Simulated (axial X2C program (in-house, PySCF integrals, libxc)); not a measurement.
**PSi⁻: from the state search to constants**

What are the state, bond length, wavenumber and bond energy of PSi⁻, and what does spin–orbit coupling change?

The runs use an in-house X2C program for linear molecules on PySCF integrals; all-electron X2C, P dyall-av3z, Si dyall-av3z.

All values are calculated.

### Step 1. The job

File task.json:

```json
{"zs": [15, 14], "q": -1, "bas": ["dyall-av3z", "dyall-av3z"], "levels": ["PBE0", "HF", "PBEsol"], "cc": true, "r0": 2.09, "thr": -2.0, "nmax": 90, "npts": 10, "nst": 2, "ntry": 6}
```

Keys: zs atomic numbers; q charge; bas basis sets; levels methods (HF also brings MP2); cc coupled cluster on or off; r0 starting distance in Å; thr threshold in hartree for freezing inner shells (an s shell follows its p shell); nmax most natural virtual spinors; npts points asked for on the curve; nst determinants followed; ntry starts of the search.

Started as:

```sh
python so2c.py task.json out
```

Spin-free means the one-electron spin-free X2C Hamiltonian; two-component (2c) means X2C with spin–orbit coupling and atomic mean-field two-electron Coulomb and Gaunt terms. Basis: P dyall-av3z contracted to [9s8p3d2f], Si dyall-av3z contracted to [9s8p3d2f]; Gaussian nuclei, density fitting. Masses: P 30.974 u, Si 27.977 u.

Notation: σ, π±, δ± give the projection m of an orbital's angular momentum (0, ±1, ±2), α and β its spin, Λ and M_S the sums; ω is the projection of a spinor's total angular momentum and Ω the sum. Logs are in hartree.

Further steps of the session: PBE0, spin-free; HF, spin-free; PBEsol, spin-free; MP2 and beyond, spin-free; PBE0, 2c; HF, 2c; PBEsol, 2c; Correlated methods, 2c.

What does the calculation give? Wanted: for each run, Hamiltonian; Re; ωe; De; μ.

As calculated:

Lowest determinant that the search found at its distance, spin-free: M_S = 0, Λ = 0 (closed shell).

Lowest determinant that the search found at its distance, 2c: Ω = 0 (closed shell).

```json
{"Hamiltonian": "spin-free", "level": "PBE0", "Re (Å)": "2.008", "ωe (cm⁻¹)": "699", "De (eV)": "5.03", "μ (D)": "0.41"}
{"Hamiltonian": "spin-free", "level": "HF", "Re (Å)": "1.985", "ωe (cm⁻¹)": "755", "De (eV)": "2.29", "μ (D)": "0.79"}
{"Hamiltonian": "spin-free", "level": "MP2", "Re (Å)": "2.039", "ωe (cm⁻¹)": "644", "De (eV)": "5.13", "μ (D)": "n/a"}
{"Hamiltonian": "spin-free", "level": "CCSD", "Re (Å)": "2.019", "ωe (cm⁻¹)": "690", "De (eV)": "4.68", "μ (D)": "n/a"}
{"Hamiltonian": "spin-free", "level": "CCSD(T)", "Re (Å)": "2.035", "ωe (cm⁻¹)": "659", "De (eV)": "5.02", "μ (D)": "n/a"}
{"Hamiltonian": "spin-free", "level": "PBEsol", "Re (Å)": "2.026", "ωe (cm⁻¹)": "665", "De (eV)": "5.61", "μ (D)": "0.26"}
{"Hamiltonian": "2c", "level": "PBE0", "Re (Å)": "2.009", "ωe (cm⁻¹)": "698", "De (eV)": "5.03", "μ (D)": "0.41"}
{"Hamiltonian": "2c", "level": "PBEsol", "Re (Å)": "2.026", "ωe (cm⁻¹)": "664", "De (eV)": "5.61", "μ (D)": "0.26"}
```

Dipoles are positive if Si is the positive end and refer to the centre of mass. No constants: 2c HF (the solution changes its character somewhere along the scan, so the fit is set aside); 2c MP2 (the reference changes its character somewhere along the scan, so the fit is set aside); 2c CCSD (the reference changes its character somewhere along the scan, so the fit is set aside); 2c CCSD(T) (the reference changes its character somewhere along the scan, so the fit is set aside).

At PBE0, going from spin-free to two-component changes Re by 0 mÅ, ωe by 0.0 %; the spin-free picture holds up (part of it comes from the scalar share of the two-electron terms). De moves by 0.00 eV; both De rest on single-determinant atoms, which can miss part of an open shell's spin–orbit lowering.

De refers to P + Si-, each in the lowest determinant found, which need not be this curve's own limit. The state is a single determinant with fixed occupations, the lowest that a limited PBE0 search found. The closed shell is kept restricted; where the fragments are open shells, the energy then runs too high at long range. Dissociation energies refer to the lowest single-determinant-based atoms at the same level and basis. Coupled cluster ran in a truncated set of natural virtual spinors; the MP2 energy of the rest was added.
